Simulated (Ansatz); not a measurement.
## H3PS, SMILES PS: a composite energy at a relaxed geometry

Computed with Ansatz 0.2.0, Python API.

`composite_h3ps.py`:
```python
"""Relax H3PS cheaply, then refine its energy."""

import itertools

import ansatz as az
from ase.data import atomic_numbers, covalent_radii
import numpy as np

GEOMETRY = """
P    -0.60810   -0.47770    0.37610
S     0.41070    1.19100   -0.44000
H     0.31760   -1.41920    0.23400
H    -1.26830   -0.81410   -0.81400
H     1.19800    1.44640    0.60240
"""

mol = az.Crystal.molecule()
for line in GEOMETRY.strip().splitlines():
    symbol, *xyz = line.split()
    mol = mol.atom(symbol, [float(v) for v in xyz])

calc = mol.calculation().basis(gaussian="def2-SVP").functional("b3lyp")
symbols = [site.symbol for site in mol.cartesian_sites]
start = np.array([site.position_ang for site in mol.cartesian_sites], dtype=float)
data = calc.relax(force_tolerance=0.01).run(threads=1, pin="off").report
end = np.array(data["positions_ang"])
# pairs closer than 1.2 times the sum of covalent radii, before or after
radius = [covalent_radii[atomic_numbers[s]] for s in symbols]
span = lambda where, i, j: np.linalg.norm(where[i] - where[j])
bonded = [(i, j) for i, j in itertools.combinations(range(len(symbols)), 2) if min(span(start, i, j), span(end, i, j)) < 1.2 * (radius[i] + radius[j])]
print("pair        before    after (A)")
for i, j in bonded:
    print(f"{symbols[i]}{i}-{symbols[j]}{j}".ljust(10), f"{span(start, i, j):8.4f} {span(end, i, j):8.4f}")

minimum = az.Crystal.molecule()
for symbol, place in zip(symbols, end):
    minimum = minimum.atom(symbol, place.tolist())
at_minimum = minimum.calculation()
# MP2 extrapolated to the basis limit, plus the small-basis difference CCSD(T) - MP2
level = lambda method, basis: at_minimum.basis(gaussian=basis).correlation(method).run(threads=1, pin="off").report
small, large, cluster = level("mp2", "cc-pVDZ"), level("mp2", "cc-pVTZ"), level("ccsd_t", "cc-pVDZ")
corr = lambda each: (each["free_energy_ev"] - each["reference_energy_ev"]) / 27.211386246
mp2_limit = (27 * corr(large) - 8 * corr(small)) / 19
pieces = {"HF / cc-pVTZ": large["reference_energy_ev"] / 27.211386246, "MP2 correlation, DZ-TZ limit": mp2_limit, "CCSD(T) - MP2 / cc-pVDZ": corr(cluster) - corr(small)}
for name, value in pieces.items():
    print(f"{name:32s} {value:14.6f} Ha")
print(f"{'sum':32s} {sum(pieces.values()):14.6f} Ha")
print("T1 diagnostic", round(cluster["correlation"]["coupled_cluster"]["t1_diagnostic"], 4))
```

Running `python composite_h3ps.py` prints:
```text
pair        before    after (A)
P0-S1        2.1186   2.1611
P0-H2        1.3280   1.4300
P0-H3        1.4019   1.4297
S1-H4        1.3310   1.3527
HF / cc-pVTZ                        -740.052815 Ha
MP2 correlation, DZ-TZ limit          -0.370597 Ha
CCSD(T) - MP2 / cc-pVDZ               -0.047589 Ha
sum                                 -740.471000 Ha
T1 diagnostic 0.0106
```

Reading the output:
- Total energies depend on the basis set; only differences at equal settings carry meaning.
- The sum leaves out core correlation, relativity, the Hartree-Fock basis error and zero-point energy; a DZ-TZ extrapolation is rough.
- b3lyp holds the VWN-RPA fit, as in Gaussian; the form of ORCA and Turbomole is b3lyp5.
- Inner cores stay frozen, so this is valence correlation.
- For Al to Cl the sets with a tight d function, cc-pV(X+d)Z, are usual.
- An extrapolation from small basis sets is rough.
- It ran for 16 s on 1 thread of Intel(R) Xeon(R) Platinum 8259CL CPU @ 2.50GHz (Skylake/Cascade Lake), on a shared host, peak memory 0.23 GiB.
